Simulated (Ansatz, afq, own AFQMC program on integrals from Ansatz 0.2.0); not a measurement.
## AlBH$_{2}$, triplet: a scan with AFQMC

```xyz
4

B     0.0000    0.0000    1.5511
Al    0.0000    0.0000   -0.5282
H     0.0000   -1.4113   -1.2487
H     0.0000    1.4113   -1.2487
```

The B1–Al2 distance is changed with both sides rigid. Energies in kcal/mol count from this geometry (2.079 Å) at the same level; the start stands on UHF, each point on the determinant named.

Basis cc-pVDZ. Only valence electrons are correlated. Integrals, coupled cluster, full CI and functionals: Ansatz 0.2.0; the random walks run on the same integrals in our own AFQMC program. The CISD trial takes its coefficients from CCSD amplitudes. Released means that phaseless walkers are propagated on without the constraint, phases kept. ± is one standard error of the sampling.

Cautions, each for one point or more: lower spins were not checked; the ph-AFQMC/CISD walk drifts between its halves.

| r(B1–Al2) / Å | det. | T1 | weight | ⟨S²⟩ | PBE0 | CCSD | CCSD(T) |
| --- | --- | --- | --- | --- | --- | --- | --- |
| 1.631 | UHF | 0.026 | 0.89 | 2.01 | 49.8 | 54.8 | 54.8 |
| 2.555 | UHF | 0.036 | 0.87 | 2.02 | 14.8 | 13.5 | 13.2 |
| 4.675 | UHF | 0.013 | 0.89 | 2.01 | 54.7 | 44.8 | 45.7 |
| 7.121 | UHF | 0.013 | 0.89 | 2.01 | 55.8 | 45.4 | 46.3 |

Problem. Estimate the curve of CCSDT(Q), counted from the same start.

Solution. 
```
r(B1–Al2) / Å  det.     T1  weight  ⟨S²⟩  CCSDT(Q)  ph-AFQMC/CISD  released AFQMC
        1.631   UHF  0.026    0.89  2.01      54.8     55.1 ± 0.3      54.9 ± 0.4
        2.555   UHF  0.036    0.87  2.02      12.9     13.5 ± 0.3     13.6 ± 0.4*
        4.675   UHF  0.013    0.89  2.01      46.1     46.5 ± 0.2     46.5 ± 0.3*
        7.121   UHF  0.013    0.89  2.01      46.7     47.0 ± 0.3               –
```

Weight is that of the determinant in the CISD state; at the start T1 is 0.028 and the weight 0.89, and ⟨S²⟩ is 2.01. An asterisk marks released energies that aren't shown to be converged. A dash marks a missing value, a released energy that hasn't settled or a functional that sits on another state. Largest departures from CCSDT(Q), at the points where its series has closed: CCSD(T) -0.4 kcal/mol at 7.121 (on UHF), ph-AFQMC/CISD 0.6 kcal/mol at 2.555 (on UHF), PBE0 9.1 kcal/mol at 7.121, CCSD -1.3 kcal/mol at 7.121 (on UHF). Functionals count only at points shown to share the start's state and spin. In this small basis the wave-function levels are far from their limit, so their gap to the functionals isn't the functionals' error.

A walk keeps the symmetry of its determinant, which the program's search chose and which needn't be the lowest solution, so a lower state of the same spin and another symmetry isn't excluded.
